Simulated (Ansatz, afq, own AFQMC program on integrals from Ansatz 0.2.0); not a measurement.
# AlSiH, triplet in cc-pVTZ, levels against CCSDT(Q)

```yaml
atoms:
  - { symbol: Si, position_ang: [0.0000, -0.0660, 1.2777] }
  - { symbol: Al, position_ang: [0.0000, 0.0144, -1.3676] }
  - { symbol: H, position_ang: [0.0000, 1.4550, 1.0066] }
```

Connectivity, by distances: SiH–Al.

Basis cc-pVTZ. Only valence electrons are correlated. AFQMC by an in-house program on the Cholesky factors that Ansatz 0.2.0 writes for its CCSD(T) run. ph-AFQMC/CISD is guided by a CISD state made of CCSD amplitudes; releasing the constraint for a short imaginary time cuts its bias at the price of noise, slowly where states lie close. Uncertainties: one standard error, sampling alone.

Determinant: UHF, the one that the program's search chose, which needn't be the lowest solution. The geometry is a PBE0/def2-TZVP stationary point of this or a neighbouring charge and spin state.

No full CI on the walks' own integrals is used here; CCSDT(Q) serves as the reference and is uncertain by about the last step of the cluster series.

Cautions: unrestricted determinant slightly spin contaminated (⟨S²⟩ 2.06 against 2.00).

The T1 diagnostic is 0.0356 and the weight of the determinant in the CISD state is 0.843. The ⟨S²⟩ of the determinant is 2.063 and the size of the correlated space is 8 electrons in 72 orbitals.

```tsv
level	correlation energy (eV)
MP2	-3.7879
CCSD	-4.7093
CCSD(T)	-4.9505
```

**Question.** Estimate where phaseless AFQMC with a CISD trial lies against CCSD(T) on the same integrals.

**Answer.** 44.1 ± 4.4 meV below CCSD(T).

Reference: CCSDT(Q), correlation energy -5.021 eV. The released energy is read at 2.40 1/Eh (meV from the phaseless value at times in 1/Eh: -1 ± 5 at 0.24, -8 ± 4 at 0.51, -14 ± 5 at 0.99, -23 ± 5 at 1.62, -16 ± 5 at 2.40).

```csv
level,E − E(reference) (meV),share of correlation (%)
CCSD(T),70.5,98.60
CCSDT,17.5,99.65
ph-AFQMC/CISD,26.4 ± 4.4,99.47
released AFQMC,9.9 ± 5.4,99.80
```

A walk keeps the symmetry of its determinant, which the program's search chose and which needn't be the lowest solution, so a lower state of the same spin and another symmetry isn't excluded. Released energies are given only where the last usable release times agree within the noise; a slower fall can still hide under it.
